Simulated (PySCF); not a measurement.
C₄H₅NS (charge -1 and doublet state).
Numbering: `[CH3:1][C:2]1=[N:3][S:4][CH:5][CH-:6]1` (hydrogens: H7, H8, H9 on C1; H10 on C5; H11 on C6)

Cartesian coordinates in Å at the GFN2-xTB level; atoms count from 1:
```
atom  x, y, z in Å
C1    -1.7176    0.0731    0.0874
C2    -0.2521   -0.2526    0.0693
N3     0.1159   -1.5285    0.3364
S4     1.8030   -1.6288    0.2975
C5     2.0279    0.0972   -0.0235
C6     0.7534    0.6518   -0.1996
H7    -2.1236    0.0047    1.1018
H8    -2.2783   -0.6270   -0.5366
H9    -1.8823    1.0861   -0.2834
H10    2.9679    0.4320   -0.4283
H11    0.5913    1.6947   -0.4469
```

Method: UKS B3LYP, pcH-1 on C H N S, non-relativistic, mean-field spin-orbit, GIAO in PySCF 2.14.0. Whether the extra electron is bound in the gas phase wasn't checked; a finite basis holds it in any case. A GFN2-xTB geometry isn't a minimum of the functional, and hyperfine couplings can be far from their values at a DFT geometry, by a factor of two or more for some ions and for spin on atoms past the first row. No stability test was run, so a lower SCF solution isn't excluded.

Task: Break the g tensor into its mass correction, gauge correction and orbital-Zeeman/spin–orbit terms.

Result: 
| Δg (ppt) | 1 | 2 | 3 |
| --- | --- | --- | --- |
| relativistic mass correction | -0.20 | -0.20 | -0.20 |
| gauge correction | 0.00 | 0.02 | 0.04 |
| orbital Zeeman/spin–orbit | -0.57 | 1.13 | 5.81 |
| total | -0.76 | 0.96 | 5.65 |

So g = 2.00155, 2.00328, 2.00797 and g_iso = 2.00427; the tensor is rhombic: the two nearest values differ by 27 % of g3 − g1. Axes: g3 points within 8° of the C5–H10 bond.

Task: Average each term over the three axes. Which is largest in size?

Result: The orbital-Zeeman/spin–orbit term 2.12, the mass correction -0.20 and the gauge correction 0.02 ppt, for a total of 1.95 ppt. The orbital-Zeeman/spin–orbit term is the largest in size. The mass correction is the same along every axis, so the anisotropy comes from the other two: their spans along these axes are 0.04 (gauge) and 6.38 ppt (orbital Zeeman/spin–orbit).

Task: What effective moment and Curie constant follow for a powder?

Result: With the mean of g² = 4.0171 and S(S+1) = 0.75: μ_eff = √(⟨g²⟩S(S+1)) = 1.736 μB and χT = 0.12505·⟨g²⟩·S(S+1) = 0.377 cm³ K/mol (cgs; spin-Hamiltonian part alone).

Task: In a frozen sample, at which fields do the three g values resonate at 9.5, 34, 94 and 263 GHz (hyperfine left aside), and which band first spreads them over more than twice a line width of 0.3 mT?

Result: 
```csv
band,GHz,B(g3) mT,B(g2) mT,B(g1) mT,spread mT
X,9.5,338.03,338.82,339.11,1.08
Q,34.0,1209.79,1212.63,1213.67,3.88
W,94.0,3344.71,3352.55,3355.44,10.72
J,263.0,9358.08,9380.02,9388.08,30.00
```

The spread grows in proportion to the frequency. X band is the first where it exceeds 0.6 mT.

The Mulliken spin populations are largest on C5 (+0.46), N3 (+0.30) and S4 (+0.17). Three atoms exceed +0.15.

The HOMO–LUMO gaps are 2.55 eV among the α and 5.64 eV among the β orbitals.
